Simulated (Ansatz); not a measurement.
# H₂Cl (doublet): wave-function methods side by side at distance Cl1–H2 along a hydrogen transfer = 1.533 Å, cc-pVTZ

How much of the correlation energy of H₂Cl (doublet) does each wave-function method recover here?

Computed with Ansatz 0.2.0, Gaussian basis. Level: cc-pVTZ, core rule «outside noble gas», up to 5 orbitals frozen.

Plan: UHF; CCSD(T) on ROHF; CCSD(T) on UHF; BCCD(T) on ROHF; CISD; CCSDT(Q) on ROHF; CCSDT(Q) on UHF; CASSCF and MRCISD+Q, 3 electrons in 3 orbitals; CASSCF and NEVPT2, 3 electrons in 3 orbitals; CASSCF and MRCISD+Q, 9 electrons in 6 orbitals; CASSCF and NEVPT2, 9 electrons in 6 orbitals.

3 further runs of the same task are left out: 3 that didn't finish.

**1. The geometry**

The geometry derives from fragments relaxed apart (PBE0/def2-TZVP) and kept rigid, so it is no stationary point. A hydrogen atom is moved between rigid fragments.

3 atoms, charge 0, spin multiplicity 2.

Atoms are counted from 1 here; the program's logs count them from 0.

Bond lengths: Cl1–H2 1.533 Å.

**2. UHF**

The input, in.yaml:

```yaml
crystal:
  periodic: [false, false, false]
  atoms:
    - {symbol: Cl, position_ang: [0.000000, 0.000000, -1.383000]}
    - {symbol: H, position_ang: [0.000000, 0.000000, 0.150000]}
    - {symbol: H, position_ang: [0.000000, 0.000000, 1.233000]}
basis:
  gaussian: {orbitals: cc-pVTZ}
magnetization: {spin_polarized: true, initial_magnetization: 1}
hamiltonian: {xc: hf}
output: {orbitals: {seedname: orbitals}}
```

Run with:

```sh
$ ansatz run in.yaml --threads 1 --pin off --events-out ev --progress --plain --max-ram 2393MiB
```

After this run come: CCSD(T) on ROHF; CCSD(T) on UHF; BCCD(T) on ROHF; CISD; CCSDT(Q) on ROHF; CCSDT(Q) on UHF; CASSCF and MRCISD+Q, 3 electrons in 3 orbitals; CASSCF and NEVPT2, 3 electrons in 3 orbitals; CASSCF and MRCISD+Q, 9 electrons in 6 orbitals; CASSCF and NEVPT2, 9 electrons in 6 orbitals.

Before running them: what should the planned runs give, taken together? Wanted: UCCSDT(Q) below the RHF energy; RMP2 from UCCSDT(Q); UMP2 from UCCSDT(Q); RCCSD from UCCSDT(Q); RCCSD(T) from UCCSDT(Q); UCCSD(T) from UCCSDT(Q); RCCSDT(Q) from UCCSDT(Q); NEVPT2 pair from UCCSDT(Q); MRCISD+Q pair from UCCSDT(Q).

The runs gave:

| quantity | value |
| --- | --- |
| UCCSDT(Q) below the RHF energy | -6.9362 eV |
| RMP2 from UCCSDT(Q) | +944.4 meV |
| UMP2 from UCCSDT(Q) | +989.4 meV |
| RCCSD from UCCSDT(Q) | +277.4 meV |
| RCCSD(T) from UCCSDT(Q) | +29.2 meV |
| UCCSD(T) from UCCSDT(Q) | +30.4 meV |
| RCCSDT(Q) from UCCSDT(Q) | +0.5 meV |
| NEVPT2 pair from UCCSDT(Q) | +843.0 meV |
| MRCISD+Q pair from UCCSDT(Q) | +87.4 meV |
| NEVPT2 valence from UCCSDT(Q) | +1401.3 meV |
| levels within 1 kcal/mol (43 meV) | RCCSD(T), UCCSD(T), BCCD(T), RCCSDT, UCCSDT, RCCSDT(Q) |
| T1 diagnostic | 0.034 |
| effectively unpaired electrons | 1.02 |

**Reading.** RCCSD(T) lands +29.2 meV from the yardstick (0.4 % of the correlation energy). One determinant dominates. Of the multireference levels listed MRCISD+Q valence comes nearest in total energy (+84.7 meV), which doesn't show that its space is the better one. These misses are within one basis, not against nature; the frozen cores of restricted and unrestricted runs differ, which can shift their rows.
